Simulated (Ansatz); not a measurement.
A made-up structure of CH₃OSi, doublet:

O1  (-0.533, -1.889, 1.411)
C2  (0.006, 0.960, 0.019)
Si3  (-0.357, -0.899, -0.045)
H4  (-0.527, -1.480, -1.329)
H5  (0.522, 1.319, -0.834)
H6  (0.423, 1.278, 0.940)
(Å)

It is relaxed with PBE-D4/def2-SVP and then PBE0-D4/def2-TZVP (Ansatz 0.2.0). Atoms count as bonded within 1.22 times the sum of their covalent radii (H–H: 0.88 Å). The end point is not checked to be a true minimum.

Question: Does its bonding change? (Judge from chemistry; the calculation decides.)

Answer: Computed: No: no bond forms or breaks.

Where it ends: The first stage lowers the energy by 1.09 eV in 6 steps. It ends as CH₃OSi ([CH2][SiH][O]):
```json
{"atom": "O1", "x (Å)": "-0.5807", "y (Å)": "-1.7728", "z (Å)": "1.2981"}
{"atom": "C2", "x (Å)": "0.2062", "y (Å)": "0.7870", "z (Å)": "0.0472"}
{"atom": "Si3", "x (Å)": "-0.3352", "y (Å)": "-0.9408", "z (Å)": "0.0471"}
{"atom": "H4", "x (Å)": "-0.5139", "y (Å)": "-1.4577", "z (Å)": "-1.3324"}
{"atom": "H5", "x (Å)": "0.3703", "y (Å)": "1.3466", "z (Å)": "-0.8693"}
{"atom": "H6", "x (Å)": "0.3865", "y (Å)": "1.3267", "z (Å)": "0.9712"}
```

Labels in which every atom is bracketed show which atoms are joined, not bond orders.

For scale, one of the runs: PBE0-D4/def2-TZVP relaxation, 117 basis functions, launched by `ansatz run in.yaml --threads 2 --pin off --events-out ev --progress --plain --max-ram 4352MiB`. The run took about 18 s on 2 CPU threads of an Arm Neoverse V2 (shared host).
